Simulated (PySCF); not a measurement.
## Electronic absorption of 1-piperideine

1-piperideine, C5H9N.
Structure used (GFN2-xTB), in Å, numbered top down from 1:
```
atom  x, y, z in Å
C1     1.0771    1.1228    0.3246
N2    -0.0137    1.7040    0.1096
C3    -1.1974    0.9539   -0.2141
C4    -1.1184   -0.5424    0.0964
C5     0.2098   -1.0903   -0.4174
C6     1.3493   -0.3547    0.2846
H7     1.9209    1.7604    0.5709
H8    -2.0226    1.4232    0.3306
H9    -1.3862    1.1128   -1.2821
H10   -1.9590   -1.0615   -0.3664
H11   -1.1770   -0.6922    1.1771
H12    0.2769   -0.9208   -1.4949
H13    0.2808   -2.1653   -0.2399
H14    2.3030   -0.5343   -0.2169
H15    1.4521   -0.7075    1.3161
```

Theory: PySCF 2.14.0, density-fitted response routines, TDDFT CAM-B3LYP/def2-SVPD, vertical, gas phase, core orbitals frozen in the response.

Q: List the vertical singlet excitations with oscillator strengths and describe the spectrum.

A: 

```csv
state,E (eV),E (hartree),f,"main configurations (H = HOMO, L = LUMO)"
S1,4.94,0.1814,0.0027,"H→L (58%), H→L+1 (36%)"
S2,6.62,0.2433,0.0066,"H→L+1 (55%), H→L (33%)"
S3,7.44,0.2736,0.016,H→L+2 (85%)
S4,7.54,0.2772,0.159,"H-1→L (62%), H→L+4 (16%)"
S5,7.64,0.2809,0.0038,"H→L+4 (60%), H→L+3 (28%)"
S6,7.74,0.2844,0.011,"H→L+3 (52%), H-1→L (22%), H→L+4 (13%)"
S7,8.11,0.2980,0.070,H-1→L+1 (82%)
S8,8.27,0.3038,0.0009,"H-2→L (70%), H-2→L+1 (20%)"
```

Triplets, Tamm–Dancoff:

```tsv
state	E (eV)	λ (nm)	main configurations (H = HOMO, L = LUMO)
T1	4.19	296.0	H→L (53%), H→L+1 (39%)
T2	4.99	248.2	H-1→L (49%), H-1→L+1 (38%)
T3	6.51	190.3	H→L+1 (50%), H→L (36%)
```

The lowest singlet comes at 251 nm (476 kJ/mol) in the ultraviolet; it is very weak; its leading configuration is HOMO→LUMO (58%). The most intense listed level is S4 at 7.54 eV (164 nm, f = 0.159), 2.61 eV above S1. Löwdin shares by element: HOMO nitrogen 52%, carbon 29% or more (atoms not listed hold the other 19%); LUMO carbon 39% or more, nitrogen 16% (atoms not listed hold the other 45%). Of the 8 states listed, 4 reach f = 0.01 and none stays under 0.0005. The listed states span 3.33 eV, and the widest gap between neighbours is 1.69 eV (S1 to S2). Orbital energies (eV): HOMO-3 -11.01, HOMO-2 -10.71, HOMO-1 -9.50, HOMO -8.08, LUMO 1.12, LUMO+1 1.56, LUMO+2 2.00. The window holds the lowest 8 singlets.

The run took 26 s of wall time on one thread of an Arm Neoverse V2, on a shared host.

One conformer stands for the species.
